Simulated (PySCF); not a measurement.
Compound: PO2 (doublet state).
SMILES: `[O]P=O`

Level of theory: PBE0-D3(BJ)/def2-SVP geometry optimisation, gas phase in PySCF.

Masses are those of the commonest isotopes; rigid-rotor values at the optimised geometry. 

(1) What are A, B and C (cm⁻¹)?

(2) Classify the top.

Results:

(1) Ia = 5.36, Ib = 59.59, Ic = 64.95 u·Å²; 505379 MHz·u·Å²/I gives 94203, 8481 and 7781 MHz, that is A = 3.14229, B = 0.28290, C = 0.25953 cm⁻¹.

(2) A near-prolate asymmetric top: κ = (2 × 8481 − 94203 − 7781)/(94203 − 7781) = -0.98.

The dipole components are |μa| = 0.00 D, |μb| = 1.48 D, |μc| = 0.00 D. The nuclei that the symmetry axis exchanges have no spin, so part of the rotational levels is missing.

Q: Estimate the classical rotational partition function at 25 K, 200 K and 298.15 K.

A: Point group C2v, symmetry number σ = 2; q = (√π/σ)·√((kT/h)³/(ABC)), k/h = 20836.6 MHz/K: 134 at 25 K, 3020 at 200 K, 5500 at 298.15 K.

For this open shell read J as N, the rotation without spin; fine and hyperfine splittings come on top. Not checked by PBE0-D3(BJ)/def2-SVP frequencies. ⟨S²⟩ = 0.755 (exact for a doublet: 0.75). Constants of a rigid frame at the computed geometry: no zero-point averaging, no centrifugal distortion.

On one thread of an Arm Neoverse V2, on a shared host, this took 2.4 s wall. These figures are those of the optimisation.
